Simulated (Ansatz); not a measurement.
Saddle point of CH6ClSi, doublet (SiH₃Cl ([SiH3][Cl]) + CH₃ → SiH₂Cl ([SiH2][Cl]) + CH₄; bonds formed: H1–C4; bonds broken: H1–Si2), PBE0-D4/def2-TZVP structure:

H1  (0.047, 0.086, 0.146)
Si2  (0.734, 0.056, -1.291)
Cl3  (-0.371, -1.210, -2.483)
C4  (-0.746, 0.039, 1.568)
H5  (0.735, 1.401, -1.922)
H6  (2.121, -0.469, -1.221)
H7  (-0.068, -0.574, 2.150)
H8  (-0.782, 1.095, 1.808)
H9  (-1.670, -0.424, 1.244)
(Å)

Energies are electronic, without zero-point energy. Barriers and step energies count from the start structure reached by relaxing down the imaginary mode; all methods use the PBE0-D4 structures, on which another method's saddle can fall below an end. Ansatz 0.2.0; basis: def2-TZVPP, with def2-QZVPP for the basis limit; cores frozen in the correlated methods; orbitals are unrestricted. B3LYP uses VWN-RPA correlation. Extrapolation: Hartree–Fock as exp(−7.88 √X), correlation as X^−2.97.

```json
{"method": "SPW92", "barrier (kcal/mol)": "?", "step energy (kcal/mol)": "-23.59"}
{"method": "PBE-D4", "barrier (kcal/mol)": "1.45", "step energy (kcal/mol)": "-20.00"}
{"method": "BLYP-D4", "barrier (kcal/mol)": "3.27", "step energy (kcal/mol)": "-17.86"}
{"method": "r2SCAN-D4", "barrier (kcal/mol)": "5.25", "step energy (kcal/mol)": "-16.16"}
{"method": "B97M-V", "barrier (kcal/mol)": "5.25", "step energy (kcal/mol)": "-17.13"}
{"method": "PBE0-D4", "barrier (kcal/mol)": "4.82", "step energy (kcal/mol)": "-17.91"}
{"method": "B3LYP-D4", "barrier (kcal/mol)": "5.70", "step energy (kcal/mol)": "-16.56"}
{"method": "r2SCAN0-D4", "barrier (kcal/mol)": "?", "step energy (kcal/mol)": "-15.31"}
{"method": "BHLYP-D4", "barrier (kcal/mol)": "9.37", "step energy (kcal/mol)": "-13.87"}
{"method": "CAM-B3LYP-D4", "barrier (kcal/mol)": "7.29", "step energy (kcal/mol)": "-15.88"}
{"method": "wB97X-V", "barrier (kcal/mol)": "7.50", "step energy (kcal/mol)": "-15.63"}
{"method": "wB97M-V", "barrier (kcal/mol)": "8.26", "step energy (kcal/mol)": "-15.53"}
{"method": "B2PLYP", "barrier (kcal/mol)": "7.96", "step energy (kcal/mol)": "-16.03"}
{"method": "PBE-QIDH", "barrier (kcal/mol)": "?", "step energy (kcal/mol)": "-16.47"}
{"method": "RPA on PBE", "barrier (kcal/mol)": "10.15", "step energy (kcal/mol)": "-15.73"}
{"method": "HF", "barrier (kcal/mol)": "18.49", "step energy (kcal/mol)": "-8.46"}
{"method": "MP2", "barrier (kcal/mol)": "10.22", "step energy (kcal/mol)": "-16.92"}
{"method": "CCSD", "barrier (kcal/mol)": "10.64", "step energy (kcal/mol)": "-14.40"}
{"method": "CCSD(T)", "barrier (kcal/mol)": "9.35", "step energy (kcal/mol)": "-15.33"}
```

(1) Fill in the withheld barriers. (To be estimated.)

T1 diagnostic: at most 0.014. ⟨S²⟩ of the unrestricted Hartree–Fock references: 0.75 to 0.78 (a pure state has 0.75). The start structure is not quite a true minimum (one mode of 34i cm⁻¹). The end structure is not quite a true minimum (one mode of 38i cm⁻¹).

## Answers

(1) The calculation gives: PBE-QIDH 8.09; SPW92 -4.49; r2SCAN0-D4 7.09 kcal/mol. Each is the energy of the saddle less that of the start structure, by the same method.

For comparison, the barrier by CCSD(T) at an estimated basis limit (MP2 extrapolated from triple and quadruple zeta, plus CCSD(T) − MP2 in triple zeta) is 8.95 kcal/mol.

Radical steps of this kind take place in plasma deposition and etching.

Labels in which every atom is bracketed show which atoms are joined, not bond orders.

For scale, one of the runs: CCSD(T)/def2-TZVPP, 199 basis functions, launched by `ansatz run in.yaml --threads 4 --pin off --events-out ev --progress --plain --max-ram 9574MiB`. Time: 2.9 min of wall clock on 4 CPU threads of an Arm Neoverse N1; the host was shared. Peak host memory: 5.7 GiB.
